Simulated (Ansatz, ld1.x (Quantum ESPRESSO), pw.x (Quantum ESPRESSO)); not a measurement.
## Rb (Z = 37) (sc): variants of one TM potential in the solid

rubidium (Rb), norm-conserving Troullier–Martins (Kleinman–Bylander form), made with ld1.x (Quantum ESPRESSO) 7.5 (PBEsol, scalar-relativistic). Core [Kr], reference 5s1 5p0. Waves: 5s (bound): rc 4.20 bohr; 5p (bound, empty): rc 3.60 bohr; 4d channel at 0.4 Ry: rc 3.20 bohr; 4f channel at -0.15 Ry: rc 3.95 bohr. Local part: all-electron potential smoothed inside 3.05 bohr (lloc = -1). Core correction: a·sin(br)/r model core inside 3.30 bohr.

Crystal test: sc Rb in pw.x 7.5, no spin, 8³ k-points, Fermi–Dirac smearing 0.01 Ry, cutoffs set for each file from its atomic test. The reference is all-electron LAPW (Ansatz 0.2.0) with the same functional, mesh and smearing; V0 and B0 come from Birch–Murnaghan fits to the pressures at five volumes. Errors are pseudo minus all-electron; Δ is the rms difference of the E(V) curves that follow from these fits, minima aligned, over ±6 % about the mean V0. Mesh and smearing are coarse, so the numbers serve the comparison and aren't converged zero-temperature values; the lattice is a test structure that the element need not adopt.

All-electron: a0 = 4.543 Å (V0 = 93.73 Å³/atom), B0 = 2.2 GPa.

Base: This is a poor potential for the solid. Note: ghost state, extra bound levels that the all-electron valence spectrum of the same l lacks: s at -2.28 eV. A true bound ghost makes a file unfit for plane-wave use. Atomic configuration tests: 1 of 2 tests not solved or not reliable. The logarithmic derivative shows an extra or strongly shifted pseudo pole above the reference energy (p near 0.34 Ry).

A dash in a converged row means that the minimum lies outside the volumes sampled.

```csv
change,cutoffs (Ry),pw.x,a0 (Å),a0 error (%),B0 error (%),Δ (meV/atom),mean pressure error (GPa)
base,50/200,converged; bound ghost,4.492,-1.11,+0.7,1.5,-0.07
wave 5p (bound): rc 3.60 bohr becomes 5p (bound): rc 2.34 bohr,50/200,converged; bound ghost,–,–,–,–,-1.53
wave 5p (bound): rc 3.60 bohr becomes 5p (bound): rc 3.34 bohr,50/200,converged; bound ghost,4.489,-1.18,+2.0,1.6,-0.08
wave 5p (bound): rc 3.60 bohr becomes 5p (bound): rc 3.92 bohr,50/200,converged; bound ghost,4.496,-1.02,+1.6,1.4,-0.07
wave 5p (bound): rc 3.60 bohr becomes 5p (bound): rc 4.60 bohr,50/200,converged; bound ghost,4.500,-0.94,+0.6,1.3,-0.06
wave 5p (bound): rc 3.60 bohr becomes 5p (bound): rc 5.38 bohr,50/200,converged; bound ghost,4.500,-0.94,-0.4,1.3,-0.06
```
